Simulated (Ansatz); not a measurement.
The same path of CH₅FSi (8 atoms, charge 0, multiplicity 1) was run twice with different band settings. Lost on the way: Si1–C2, Si1–H6. Made: C2–H6.

The calculation used RKS B3LYP/6-31G* (Ansatz).

Relaxed end points:

```xyz
8
Properties=species:S:1:pos:R:3
Si 0.390 0.003 0.048
C 0.866 -0.004 1.857
H -0.011 -0.121 2.503
H 1.548 -0.839 2.062
H 1.376 0.923 2.140
H 1.594 0.160 -0.812
F -0.608 1.240 -0.259
H -0.312 -1.256 -0.320
```

```xyz
8
Properties=species:S:1:pos:R:3
Si -0.219 0.150 -1.169
C 1.391 -0.057 1.850
H 0.413 -0.540 1.924
H 2.054 -0.467 2.616
H 1.279 1.020 1.991
H 1.839 -0.251 0.867
F -0.909 1.305 -0.258
H -1.007 -1.055 -0.604
```

Common settings: climbing image yes; spring 5.0 eV/Å²; optimiser quadratic models (default); start path through a guess of the saddle point; force threshold 0.05 eV/Å; iteration limit 60; end points relaxed.

| run | movable images |
| --- | --- |
| 1 | 5 |
| 2 | 3 |

Task: What does each run give, and how far can it be trusted?

Result: Run 1: converged after 14 iterations, highest image 3.398 eV above the first end. A structure lower than the last end lies on the path between it and the top, so the climb from that side starts below the end, which may itself be a saddle point or a shallow side well. Neighbouring images differ by up to 2.8 eV, so the band resolves the path poorly. A vibrational analysis at the climbing image gives one clearly imaginary mode, 1255i cm⁻¹: a first-order saddle point.
Run 2: converged after 19 iterations, highest image 3.398 eV above the first end. A structure lower than the last end lies on the path between it and the top, so the climb from that side starts below the end, which may itself be a saddle point or a shallow side well. Neighbouring images differ by up to 2.8 eV, so the band resolves the path poorly. Another band between the same ends (5 images) ends at a top of the same energy, where a vibrational analysis finds 1 clearly imaginary mode. So few images can step over the top or miss a turn of the path.
The orbitals stay closed-shell, which can raise the energy where a bond breaks towards radicals; this wasn't checked here.
